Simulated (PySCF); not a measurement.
Species, as SMILES: FCF.
Geometry (B3LYP-D3(BJ)/def2-TZVP, fixed):
```
C
F 1 1.3618
F 1 1.3618 2 108.56
H 1 1.0913 2 108.69 3 -118.06
H 1 1.0913 4 113.42 3 -121.01
```

Basis-set convergence of the mean static polarisability at PBE0 with PySCF. All functions are spherical. Density fitting with generated auxiliary sets. In sets without p functions on hydrogen, species with hydrogen take exact integrals. No added dispersion term, no relativity. Reference: the value in d-aug-cc-pVTZ, 17.97 bohr³, itself unsure by roughly 0.7 % (its mean distance from aug-pcseg-2, aug-cc-pVTZ). Deviations are taken from unrounded values. Cost is core time over that of 6-31G**, rough, on shared machines of one kind; a dash marks a row that isn't timed (too short, read off another run, short of memory, by another algorithm or on other hardware).

| basis | functions | mean static polarisability (bohr³) | minus reference (%) | cost |
|---|---|---|---|---|
| STO-3G | 17 | 6.59 | -63.3 | - |
| 3-21G | 31 | 10.73 | -40.3 | - |
| 6-31G | 31 | 11.55 | -35.7 | - |
| 6-31G* | 46 | 12.96 | -27.9 | - |
| 6-31G** | 52 | 13.14 | -26.9 | 1× |
| 6-31+G* | 58 | 15.21 | -15.4 | - |
| 6-311G** | 66 | 13.05 | -27.4 | 1× |
| 6-311+G** | 78 | 14.99 | -16.6 | 2× |
| 6-311++G(2d,2p) | 101 | 16.23 | -9.7 | 3× |
| d-aug-cc-pVDZ | 122 | 17.95 | -0.1 | 3× |
| 6-311++G(3df,3pd) | 153 | 17.40 | -3.1 | 5× |
| d-aug-cc-pVTZ | 250 | 17.97 | 0.0 | 20× |

The smallest set listed that lies within 5 % of the reference with all its larger relatives (same family, alike in diffuse functions; a set with none counts only in the reference's own line) is d-aug-cc-pVDZ (122 functions, 3× in cost, -0.1 % off). Inside, with no larger relative to test it: 6-311++G(3df,3pd).
